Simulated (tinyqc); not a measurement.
Extended Hueckel theory, for PH3+, step by step. The parameters take no account of the charge, which enters only through the electron count. One step of it, computed by the program tinyqc.

Problem. Mulliken analysis. P = C n C^T; charge = valence electrons (P 5, H 1) minus the sum of (P S)_ii on the atom; overlap population = 2 sum P_ij S_ij between two atoms.

coefficients:
```
,MO1,MO2,MO3,MO4,MO5,MO6,MO7
1P 3s,0.665470,0.000105,0.000000,0.293026,0.000000,0.002609,1.098642
1P 3px,-0.000032,0.583698,0.000000,-0.000010,0.000000,1.164480,-0.003161
1P 3py,0.000000,0.000000,0.583729,0.000000,1.164421,0.000000,0.000000
1P 3pz,-0.043729,0.000007,0.000000,0.934045,0.000000,-0.001268,-0.525151
2H 1s,0.236919,0.436079,0.000000,-0.076377,0.000000,-1.003314,-0.709542
3H 1s,0.237011,-0.217974,0.377616,-0.076350,-0.867396,0.499044,-0.713612
4H 1s,0.237011,-0.217974,-0.377616,-0.076350,0.867396,0.499044,-0.713612
```

occupations: 2.000000  2.000000  2.000000  1.000000  0.000000  0.000000  0.000000

overlap S:
```
,1P 3s,1P 3px,1P 3py,1P 3pz,2H 1s,3H 1s,4H 1s
1P 3s,1.000000,0.000000,0.000000,0.000000,0.378849,0.378983,0.378983
1P 3px,0.000000,1.000000,0.000000,0.000000,0.509351,-0.254766,-0.254766
1P 3py,0.000000,0.000000,1.000000,0.000000,0.000000,0.441126,-0.441126
1P 3pz,0.000000,0.000000,0.000000,1.000000,-0.171139,-0.171200,-0.171200
2H 1s,0.378849,0.509351,0.000000,-0.171139,1.000000,0.052084,0.052084
3H 1s,0.378983,-0.254766,0.441126,-0.171200,0.052084,1.000000,0.052137
4H 1s,0.378983,-0.254766,-0.441126,-0.171200,0.052084,0.052137,1.000000
```

Give: charges; Overlap populations.

Solution.

charges: 1P 0.6310, 2H 0.1230, 3H 0.1230, 4H 0.1230

Overlap populations:
```
pair,value
2-1,0.772124
3-1,0.772228
3-2,-0.007497
4-1,0.772228
4-2,-0.007497
4-3,-0.007506
```
